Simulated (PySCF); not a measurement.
## SMILES N[SiH-]F, [FH3NSi]-, charge -1

Molfile (atoms numbered from 1):
```
FH3NSi
     RDKit          3D

  6  5  0  0  0  0  0  0  0  0999 V2000
   -0.9334   -0.1752   -0.1664 N   0  0  0  0  0  0  0  0  0  0  0  0
    0.7532   -0.0020   -0.7292 Si  0  0  0  0  0  3  0  0  0  0  0  0
    1.6451   -0.4267    0.7221 F   0  0  0  0  0  0  0  0  0  0  0  0
   -1.2209   -1.1453   -0.1009 H   0  0  0  0  0  0  0  0  0  0  0  0
   -1.1414    0.2526    0.7364 H   0  0  0  0  0  0  0  0  0  0  0  0
    0.9006    1.4986   -0.4835 H   0  0  0  0  0  0  0  0  0  0  0  0
  1  2  1  0
  2  3  1  0
  1  4  1  0
  1  5  1  0
  2  6  1  0
M  CHG  1   2  -1
M  END
```

Level of theory: GIAO B97-2/aug-pcSseg-1 magnetisability, rotational g tensor and spin-rotation constants, non-relativistic, gas phase (PySCF 2.14.0). Geometry: GFN2-xTB.

For an ion the centre-of-mass motion in the field is neglected. The highest occupied orbital is unbound at this level, so the values depend on the basis.

Q: What are the magnetisability and the molar susceptibility?

A: Isotropic -594 × 10⁻³⁰ J/T², or -35.8 × 10⁻⁶ cm³/mol; principal values -669, -570, -543 × 10⁻³⁰ J/T², anisotropy 114 × 10⁻³⁰ J/T² (root of half the summed squared differences of the principal values). The susceptibility is in cgs units.

Q: Split it along the inertial axes a, b, c into diamagnetic and paramagnetic parts about the centre of mass, with the quadrupole moment.

A: 
```csv
axis,χ (10⁻⁶ cm³/mol),diamagnetic (10⁻⁶ cm³/mol),paramagnetic (10⁻⁶ cm³/mol),summed x² of all electrons (Å²),quadrupole Θ (D Å)
a,-33.3,-129.4,96.1,42.2,-3.75
b,-34.6,-223.3,188.7,20.1,+0.77
c,-39.4,-264.3,224.9,10.4,+2.98
```
Anisotropies 2χaa − χbb − χcc = +7.4 and 2χbb − χaa − χcc = +3.5 × 10⁻⁶ cm³/mol. Θ is traceless in Buckingham's convention.

Q: And the rotational g tensor?

A: 
| axis | rotational constant (GHz) | g | nuclear part | electronic part |
| --- | --- | --- | --- | --- |
| a | 19.5457 | -0.2550 | 0.6271 | -0.8821 |
| b | 7.3105 | -0.1001 | 0.5480 | -0.6481 |
| c | 5.7382 | -0.0692 | 0.5371 | -0.6063 |

Asymmetric top; isotopes 19F, 1H, 14N, 28Si; no vibrational averaging.
